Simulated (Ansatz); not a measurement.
**B₂H₂ (triplet): wave-function methods side by side at distance B1–B2 = 2.969 Å, 6-31G**

Aim: climb from Hartree-Fock through coupled cluster and multireference methods for B₂H₂ (triplet) at one geometry and basis, and see what each rung misses.

Computed with Ansatz 0.2.0, Gaussian basis. Level: 6-31G, core rule «outside noble gas», up to 2 orbitals frozen.

Plan: UHF; CCSD(T) on ROHF; CCSD(T) on UHF; BCCD(T) on ROHF; CISD; CCSDT(Q) on ROHF; CCSDT(Q) on UHF; CISDTQ; CASSCF and MRCISD+Q, 4 electrons in 4 orbitals; CASSCF and NEVPT2, 4 electrons in 4 orbitals; CASSCF and MRCISD+Q, 8 electrons in 10 orbitals; CASSCF and NEVPT2, 8 electrons in 10 orbitals; Full CI.

11 further runs of the same task are left out: 10 that didn't finish, 1 set aside as unsound or not needed.

### 1 What is computed

The geometry derives from a PBE0/def2-TZVP stationary point (not a proven minimum). One bond is set to the value named and the two fragments are kept rigid.

4 atoms, charge 0, spin multiplicity 3.

Atoms are counted from 1 here; the program's logs count them from 0.

Bond lengths: B1–H3 1.197 Å, B1–H4 1.197 Å. Angles: H3–B1–H4 122.2°.

### 2 UHF

in.yaml reads:

```yaml
crystal:
  periodic: [false, false, false]
  atoms:
    - {symbol: B, position_ang: [0.000000, 0.000000, 1.308575]}
    - {symbol: B, position_ang: [0.000000, 0.000000, -1.660425]}
    - {symbol: H, position_ang: [0.000000, 1.047868, 1.886937]}
    - {symbol: H, position_ang: [0.000000, -1.047868, 1.886937]}
basis:
  gaussian: {orbitals: 6-31G}
magnetization: {spin_polarized: true, initial_magnetization: 2}
hamiltonian: {xc: hf}
output: {orbitals: {seedname: orbitals}}
```

Launch:

```sh
$ ansatz run in.yaml --threads 1 --pin off --events-out ev --progress --plain --max-ram 2393MiB
```

Further steps of the session: CCSD(T) on ROHF; CCSD(T) on UHF; BCCD(T) on ROHF; CISD; CCSDT(Q) on ROHF; CCSDT(Q) on UHF; CISDTQ; CASSCF and MRCISD+Q, 4 electrons in 4 orbitals; CASSCF and NEVPT2, 4 electrons in 4 orbitals; CASSCF and MRCISD+Q, 8 electrons in 10 orbitals; CASSCF and NEVPT2, 8 electrons in 10 orbitals; Full CI.

Before running them: what should the planned runs give, taken together? Wanted: FCI from the RHF energy; RMP2 from FCI; UMP2 from FCI; RCCSD from FCI; RCCSD(T) from FCI; UCCSD(T) from FCI; RCCSDT(Q) from FCI; UCCSDT(Q) from FCI; NEVPT2 pair from FCI.

As calculated:

| quantity | value |
| --- | --- |
| FCI from the ROHF energy | -2.8375 eV |
| RMP2 from FCI | +1055.6 meV |
| UMP2 from FCI | +1046.9 meV |
| RCCSD from FCI | +83.0 meV |
| RCCSD(T) from FCI | +37.3 meV |
| UCCSD(T) from FCI | +38.2 meV |
| RCCSDT(Q) from FCI | +0.8 meV |
| UCCSDT(Q) from FCI | +0.7 meV |
| NEVPT2 pair from FCI | +864.0 meV |
| MRCISD+Q pair from FCI | +40.2 meV |
| NEVPT2 valence from FCI | +262.8 meV |
| levels within 1 kcal/mol (43 meV) | RCCSD(T), UCCSD(T), BCCD(T), RCCSDT, UCCSDT, CISDTQ, RCCSDT(Q), UCCSDT(Q), MRCISD+Q pair, MRCISD valence, MRCISD+Q valence |
| T1 diagnostic | 0.037 |
| effectively unpaired electrons | 2.10 |

What this shows: RCCSD(T) lands +37.3 meV from the yardstick (1.3 % of the correlation energy). One determinant dominates. Of the multireference levels listed MRCISD+Q valence comes nearest in total energy (+6.8 meV), which doesn't show that its space is the better one. These misses are within one basis, not against nature; the frozen cores of restricted and unrestricted runs differ, which can shift their rows.

Levels on UHF freeze UHF's core orbitals, full CI those of ROHF, so the U rows can settle a little off it for that reason alone.

With open shells the CI space here admits some triples and quadruples, so it is larger than plain CISD.
